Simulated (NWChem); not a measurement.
Molecule: nitrogen (N2); SMILES N#N

All runs: NWChem. The geometry was optimised at PBE0-D3(BJ)/def2-TZVP. B3LYP is NWChem's, with the RPA form of VWN correlation. Ions are spin-unrestricted doublets at the neutral geometry; other ion states weren't tried.

For level B3LYP/def2-SVP:

```
Quantity                               Result
-------------------------------------  ------
vertical ionisation energy, ΔSCF (eV)   15.82
−ε(HOMO) (eV)                           11.72
```

**Question.** What are these values for level M06-2X/def2-SVP?

**Answer.** The vertical ionisation energy, ΔSCF (eV) is 16.16 and the −ε(HOMO) (eV) is 13.80.
